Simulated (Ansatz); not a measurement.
A nudged elastic band was laid between two geometries of FH + FH + H4Si (9 atoms, charge 0, multiplicity 1).

Method: RKS PBE0-D4/def2-SVP (Ansatz 0.2.0).

```yaml
movable_images: 5
climbing_image: yes
spring: 5.0 eV/Å²
optimiser: quadratic models (default)
start_path: through a guess of the saddle point
force_threshold: 0.05 eV/Å
iteration_limit: 60
end_points: relaxed
```

Image 0:

```xyz
9
Properties=species:S:1:pos:R:3
Si -1.071 -0.655 -0.321
H -0.288 -0.562 0.963
H -1.919 -1.875 -0.178
H -0.130 -0.830 -1.459
H -1.923 0.554 -0.452
H 1.345 1.427 -0.068
F 0.669 1.750 -0.627
H 1.275 -0.169 1.114
F 2.042 0.359 1.029
```

Image 6:

```xyz
9
Properties=species:S:1:pos:R:3
Si -1.171 -0.057 -0.779
H 0.950 -1.574 1.254
H -1.769 -0.588 0.472
H -0.338 -1.073 -1.471
H -2.214 0.493 -1.684
H 1.311 1.319 0.446
F -0.193 1.206 -0.374
H 1.320 -0.907 1.228
F 2.106 1.181 0.909
```

Question: What changes between the two ends?

Answer: Bonds broken: Si1–H2, H6–F7, H8–F9. Bonds formed: Si1–F7, H2–H8, H6–F9. FH + FH + H4Si becomes FH + FH3Si + H2.

Question: What energy profile does the band end with?

Answer: The forces met the threshold. The highest image is number 3 of 0 to 6, 26.5 kcal/mol above the first end and 43.9 kcal/mol above the last; the last end lies 17.3 kcal/mol below the first. Neighbouring images differ by up to 1.4 eV, so the band resolves the path poorly. A vibrational analysis at the climbing image gives 2 clearly imaginary modes (1062i, 72i cm⁻¹): a point of higher order, so a lower path passes nearby. The orbitals stay closed-shell, which can raise the energy where a bond breaks towards radicals; this wasn't checked here.

```json
{"image": "0", "path coordinate (Å)": "0.00", "energy (kcal/mol)": "0.0", "Si1–H2 (Å)": "1.51", "H6–F7 (Å)": "0.93", "H8–F9 (Å)": "0.94"}
{"image": "1", "path coordinate (Å)": "0.54", "energy (kcal/mol)": "0.7", "Si1–H2 (Å)": "1.50", "H6–F7 (Å)": "0.94", "H8–F9 (Å)": "0.94"}
{"image": "2", "path coordinate (Å)": "1.08", "energy (kcal/mol)": "8.5", "Si1–H2 (Å)": "1.53", "H6–F7 (Å)": "0.96", "H8–F9 (Å)": "0.97"}
{"image": "3", "path coordinate (Å)": "1.62", "energy (kcal/mol)": "26.5", "Si1–H2 (Å)": "1.68", "H6–F7 (Å)": "1.19", "H8–F9 (Å)": "1.23"}
{"image": "4", "path coordinate (Å)": "2.80", "energy (kcal/mol)": "-6.8", "Si1–H2 (Å)": "2.50", "H6–F7 (Å)": "1.58", "H8–F9 (Å)": "1.92"}
{"image": "5", "path coordinate (Å)": "3.99", "energy (kcal/mol)": "-16.7", "Si1–H2 (Å)": "3.38", "H6–F7 (Å)": "1.72", "H8–F9 (Å)": "2.24"}
{"image": "6", "path coordinate (Å)": "5.17", "energy (kcal/mol)": "-17.3", "Si1–H2 (Å)": "3.31", "H6–F7 (Å)": "1.72", "H8–F9 (Å)": "2.25"}
```

Question: What is the geometry of the highest image?

Answer: 
```xyz
9
Properties=species:S:1:pos:R:3:forces:R:3
Si -0.805 -0.327 -0.466 -0.01 -0.01 -0.01
H 0.095 -0.661 0.913 0.00 0.00 0.01
H -1.523 -1.545 0.075 0.00 0.01 0.00
H -0.251 -0.841 -1.747 0.00 0.00 0.00
H -1.888 0.692 -0.434 0.00 0.00 -0.01
H 1.277 1.062 0.189 -0.03 0.00 -0.03
F 0.398 1.130 -0.608 0.02 0.01 0.03
H 0.881 -0.155 1.041 -0.01 -0.01 0.00
F 1.817 0.644 1.037 0.03 0.00 0.01
```

Run time: 31 s on 2 threads of AMD EPYC 9R45 96-Core Processor (Zen 5), on a shared host, peak memory 0.2 GiB.
